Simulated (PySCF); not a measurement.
## `CC#CCCS`, C$_{5}$H$_{8}$S

Geometry:
| atom | x (Å) | y (Å) | z (Å) |
| --- | --- | --- | --- |
| C1 | -3.031 | 0.364 | -0.025 |
| C2 | -1.640 | -0.033 | -0.044 |
| C3 | -0.493 | -0.380 | -0.065 |
| C4 | 0.908 | -0.760 | -0.092 |
| C5 | 1.781 | 0.415 | 0.337 |
| S6 | 3.556 | -0.018 | 0.344 |
| H7 | -3.278 | 0.813 | 0.937 |
| H8 | -3.221 | 1.090 | -0.815 |
| H9 | -3.668 | -0.506 | -0.184 |
| H10 | 1.177 | -1.072 | -1.107 |
| H11 | 1.072 | -1.606 | 0.581 |
| H12 | 1.640 | 1.274 | -0.319 |
| H13 | 1.557 | 0.711 | 1.361 |
| H14 | 3.639 | -0.292 | -0.957 |

Computed, not measured: PySCF 2.14.0, GIAO B3LYP/pcSseg-1 magnetisability, rotational g tensor and spin-rotation constants, non-relativistic, gas phase. Geometry: GFN2-xTB.

Problem. Give the nuclear spin-rotation constants along the inertial axes (H = +C I·J) beside the isotropic shieldings.

Solution. Rotational constants 18.2148, 0.8518, 0.8299 GHz. A star marks the isotopologue with that one atom substituted, in its own axes.
```
atom  isotope  Caa (kHz)  Cbb (kHz)  Ccc (kHz)  mean (kHz)  σ (ppm)
  H7       1H     -1.988     -0.037     -0.034      -0.686     29.9
  H8       1H     -1.929     -0.073     -0.001      -0.668     29.9
  H9       1H     -1.221     -0.020     -0.085      -0.442     29.9
 H10       1H     -2.014     -0.048     -0.018      -0.693     29.7
 H11       1H     -1.954     -0.053     -0.008      -0.672     29.2
 H12       1H     -2.022     -0.048     -0.004      -0.691     28.9
 H13       1H     -1.937     -0.055     -0.015      -0.669     29.7
 H14       1H     -2.414     -0.071     -0.008      -0.831     30.6
  C1     13C*      2.190      0.110      0.108       0.803    177.5
  C2     13C*      1.016      0.284      0.291       0.531     99.8
  C3     13C*      0.834      0.284      0.305       0.474     99.4
  C4     13C*      2.662      0.143      0.156       0.987    151.6
  C5     13C*      2.922      0.142      0.160       1.074    147.9
  S6     33S*      3.527      0.197      0.226       1.317    550.2
```
For the geometry as given, no vibrational averaging.

Problem. How do the rotational constants and the g tensor change when H7, H8, H9, H10, H11, H12, H13, H14 are replaced by deuterium?

Solution. Constants 11.9751, 0.7636, 0.7432 GHz; g 0.0328, -0.0035, -0.0042, against 0.0499, -0.0038, -0.0046 before.
